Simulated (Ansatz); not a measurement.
C2H2P− (SMILES C#C[PH-]): the vertical energy of the triplet above the singlet, rung by rung

C2H2P− has 5 atoms, charge -1, and is taken as a singlet. As SMILES, `C#C[PH-]`. The coordinates come from a GFN2-xTB relaxation.

Quantity: the vertical energy of the triplet above the singlet, in eV. The values are calculated.

```csv
level,kind,program,value (eV),less FCI/STO-3G,CPU time (all runs)
HF/STO-3G,Hartree–Fock,Ansatz,4.53,-0.85,0.39 s
SVWN5/STO-3G,LDA,Ansatz,4.79,-0.59,2 s
revPBE/STO-3G,GGA,Ansatz,4.66,-0.72,3.4 s
B3LYP/STO-3G,global hybrid,Ansatz,4.70,-0.68,3.7 s
r2SCAN0/STO-3G,hybrid meta-GGA,Ansatz,4.67,-0.71,9.2 s
wB97M-V/STO-3G,range-separated hybrid,Ansatz,4.99,-0.39,51 s
BCCD(T)/STO-3G,coupled cluster or CI,Ansatz,5.39,+0.01,0.84 s
CCSD(T)/STO-3G,coupled cluster or CI,Ansatz,5.38,0.00,0.7 s
FCI/STO-3G,exact in the basis,Ansatz,5.38,0.00,2.8 min
```

FCI/STO-3G is exact within its basis and frozen core, so for wave-function methods in that basis the difference is their error; functionals converge differently with the basis, so for them it is only a difference. Sets without diffuse functions describe the anion poorly. The values span 4.53 to 5.39 eV. Spin contamination of the reference (⟨S²⟩ at least 0.1 too high) touches HF/STO-3G, BCCD(T)/STO-3G, CCSD(T)/STO-3G. All rows use very small basis sets, so even the best lies far from the true value. CPU times are rough (shared hosts, several kinds of processor): they show what a rung costs within a factor of a few.
